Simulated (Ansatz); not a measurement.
Reaction (SMILES): F[B]F → B atom + 2 F atom
B3LYP-D3(BJ)/def2-TZVP geometries, fixed; electronic energies without zero-point terms.

Effect of a fitting basis named in the input at HF/aug-cc-pVQZ with Ansatz (a program for electronic structure), against the last row, where the atomisation energy is 229.36 kcal/mol. Open shells are unrestricted. The default fits or decomposes integrals by the program's own choice; accuracy: high also tightens integrals, grids and stops.

```
setting                        largest shift of a total energy (mEh)  shift of the atomisation energy (kcal/mol)
-----------------------------  -------------------------------------  ------------------------------------------
fitting: def2-SV(P)-JKFIT                                      0.065                                      -0.044
fitting: def2-universal-JKFIT                                  0.065                                      -0.044
fitting: cc-pVTZ-JKFIT                                         0.130                                      -0.077
fitting: cc-pVQZ-JKFIT                                         0.022                                      -0.012
fitting: cc-pV5Z-JKFIT                                         0.005                                      -0.002
accuracy: high                                                -0.003                                       0.000
accuracy: medium (default)                                     0.000                                       0.000
```

Within 0.05 kcal/mol in the atomisation energy: fitting: def2-SV(P)-JKFIT; fitting: def2-universal-JKFIT; fitting: cc-pVQZ-JKFIT; fitting: cc-pV5Z-JKFIT; accuracy: high. The largest shift is 0.130 mEh in a total energy and 0.077 kcal/mol in the difference.
